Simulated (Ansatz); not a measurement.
The same path of C₃H₄Cl₂ (9 atoms, charge 0, multiplicity 1) was run 3 times with different band settings. The coordinate that changes most is the dihedral H6–C1–C2–Cl3.

Level of theory: RKS PBE/def2-SVP in Ansatz.

Relaxed end points:

```xyz
9
Properties=species:S:1:pos:R:3
C -0.250 -1.018 -0.529
C 0.495 0.152 0.024
Cl 2.234 0.111 -0.215
C -0.008 1.222 0.678
Cl -1.703 1.427 1.002
H -1.333 -0.911 -0.335
H -0.083 -1.105 -1.622
H 0.110 -1.962 -0.068
H 0.627 2.038 1.049
```

```xyz
9
Properties=species:S:1:pos:R:3
C -0.391 -0.839 -0.719
C 0.349 0.336 -0.171
Cl 1.424 1.135 -1.307
C 0.288 0.847 1.078
Cl -0.721 0.184 2.327
H -1.012 -0.539 -1.588
H 0.318 -1.614 -1.079
H -1.044 -1.279 0.057
H 0.877 1.722 1.386
```

Common settings: spring 5.0 eV/Å²; start path IDPP; force threshold 0.05 eV/Å; iteration limit 60; end points relaxed.

| run | movable images | climbing image | optimiser |
| --- | --- | --- | --- |
| 1 | 7 | yes | quadratic models (default) |
| 2 | 7 | from the first iteration | fire |
| 3 | 2 | yes | quadratic models (default) |

(1) What does each run give, and how far can it be trusted?

## Answers

(1) Run 1: converged after 5 iterations, highest image 0.064 eV above the first end. A vibrational analysis at the climbing image gives one clearly imaginary mode, 151i cm⁻¹: a first-order saddle point.
Run 2: converged after 27 iterations, highest image 0.064 eV above the first end. Another band between the same ends (7 images) ends at a top of the same energy, where a vibrational analysis finds 1 clearly imaginary mode.
Run 3: converged after 6 iterations, highest image 0.064 eV above the first end. Another band between the same ends (7 images) ends at a top of the same energy, where a vibrational analysis finds 1 clearly imaginary mode. So few images can step over the top or miss a turn of the path.
